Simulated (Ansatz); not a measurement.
# PSi2: the cost of one run

The runs use Ansatz 0.2.0, Gaussian basis; cc-pVTZ, core rule «outside noble gas», up to 15 orbitals frozen.

Plan: UHF; CCSD(T) on ROHF; CCSD(T) on UHF; BCCD(T) on ROHF; CCSDT(Q) on ROHF; CCSDT(Q) on UHF; CASSCF and NEVPT2, 12 electrons in 12 orbitals.

3 further runs of the same task are left out: 3 set aside as unsound or not needed.

### Step 1. The system

The geometry is a PBE0/def2-TZVP stationary point (not a proven minimum) of the parent state, kept for this charge and spin.

3 atoms, charge 1, spin multiplicity 5.

Atoms are counted from 1 here; the program's logs count them from 0.

Bond lengths: Si1–P2 2.159 Å, P2–Si3 2.159 Å. Angles: Si1–P2–Si3 180.0°.

### Step 2. UHF

in.yaml

```yaml
crystal:
  periodic: [false, false, false]
  atoms:
    - {symbol: Si, position_ang: [0.000000, 0.000000, 2.159500]}
    - {symbol: P, position_ang: [0.000000, 0.000000, 0.000000]}
    - {symbol: Si, position_ang: [0.000000, 0.000000, -2.159500]}
basis:
  gaussian: {orbitals: cc-pVTZ}
total_charge: 1
magnetization: {spin_polarized: true, initial_magnetization: 4}
hamiltonian: {xc: hf}
output: {orbitals: {seedname: orbitals}}
```

Command:

```bash
$ ansatz run in.yaml --threads 1 --pin off --events-out ev --progress --plain --max-ram 4096MiB --backend cpu
```

**Question.** How long does this run take on 1 thread of AMD EPYC 7R13, shared host, and how much memory does it need?

About 21 s, with a peak of 0.34 GiB.
